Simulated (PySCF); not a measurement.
Compound: CH3Li.
Bonds: Li1–C2. Hydrogens: H3, H4, H5 on C2.

The closed-shell ground state was solved at several levels (PySCF, density fitting, gas phase, non-relativistic). Isolated species at its PBE0-D3(BJ)/def2-TZVP geometry, gas phase.

| level | basis functions | HOMO (eV) | LUMO (eV) | gap (eV) | dipole (D) |
| --- | --- | --- | --- | --- | --- |
| PBE0/pcSseg-2 | 99 | -5.03 | -1.06 | 3.97 | 5.65 |
| CAM-B3LYP/aug-cc-pVTZ | 161 | -6.43 | -0.74 | 5.69 | 5.68 |
| wB97X-D/aug-cc-pVTZ | 161 | -6.87 | -0.14 | 6.73 | 5.78 |

Q: What might PBE0/aug-cc-pVTZ (161 basis functions) give for the same quantities?

A: HOMO -5.03 eV, LUMO -1.09 eV, gap 3.94 eV, dipole 5.67 D.

Q: Over all these levels, which gives the widest orbital gap and which the narrowest?

A: wB97X-D/aug-cc-pVTZ (range-separated hybrid) has the widest, 6.73 eV, and PBE0/aug-cc-pVTZ (global hybrid, 25 % exact exchange) the narrowest, 3.94 eV. The two share the basis. From the narrowest to the widest the HOMO moves by -1.84 eV and the LUMO by +0.95 eV.

Q: How far do the dipole and the HOMO energy spread over the levels?

A: The dipole runs from 5.65 to 5.78 D (mean 5.70 D) and the HOMO from -6.87 to -5.03 eV.
